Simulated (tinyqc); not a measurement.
Ways to converge the cycle: SCF convergence aids in the sto-6g basis, for BH, spin multiplicity 3. Computed by the program tinyqc with PySCF. 

Geometry (angstrom):
```
atom       x       y       z
B     0.0000  0.0000  0.0000
H     0.0000  0.0000  1.4350
```

lowest solution found by these runs and by PySCF with stability checks = -24.968627 hartree

UHF with one setting changed at a time; a run stops when the energy changes by less than 1e-09 hartree and the error matrix is below 1e-5. The start is the core Hamiltonian. Damping d keeps d of the old density; a shift (hartree) raises the virtual levels; DIIS n extrapolates F over n matrices.

Largest element of the error matrix X^T (FDS - SDF) X:
```
iteration    plain  damping 0.3  damping 0.6  shift 0.4   DIIS 3   DIIS 8
1          2.7e-01      2.7e-01      2.7e-01    2.7e-01  2.7e-01  2.7e-01
2          3.6e-02      1.2e-01      2.0e-01    1.9e-01  3.6e-02  3.6e-02
3          6.3e-03      4.8e-02      1.3e-01    7.7e-02  4.4e-03  4.4e-03
4          2.9e-03      1.9e-02      8.9e-02    3.0e-02  2.7e-03  2.7e-03
5          2.3e-03      8.3e-03      5.8e-02    1.3e-02  1.7e-03  1.7e-03
6          1.8e-03      4.4e-03      3.8e-02    6.2e-03  4.4e-04  3.7e-04
8          1.2e-03      2.1e-03      1.7e-02    2.2e-03  1.8e-05  4.0e-07
10         7.7e-04      1.5e-03      7.9e-03    1.2e-03  3.8e-06        -
14         3.2e-04      8.0e-04      2.7e-03    5.6e-04        -        -
20         8.5e-05      3.3e-04      1.2e-03    2.4e-04        -        -
30         9.3e-06      7.3e-05      5.0e-04    5.6e-05        -        -
45               -            -      1.4e-04          -        -        -
60               -            -      4.2e-05          -        -        -
```

How each run ends:
```
run          iterations  E (hartree)                                                        state
plain                30   -24.968627                                                 lowest found
damping 0.3          44   -24.968627                                                 lowest found
damping 0.6         >60   -24.968627  falls steadily but slowly, by a factor of about 0.92 a step
shift 0.4            43   -24.968627                                                 lowest found
DIIS 3               10   -24.968627                                                 lowest found
DIIS 8                9   -24.968627                                                 lowest found
```

5 of 6 runs reach the lowest solution found, in 9 to 44 iterations (fastest: DIIS 8). Not converged: damping 0.6. Plain steps already contract here, so damping only slows them. DIIS 3 and DIIS 8 gain by cancelling the error over several earlier matrices, much as a quasi-Newton step does.
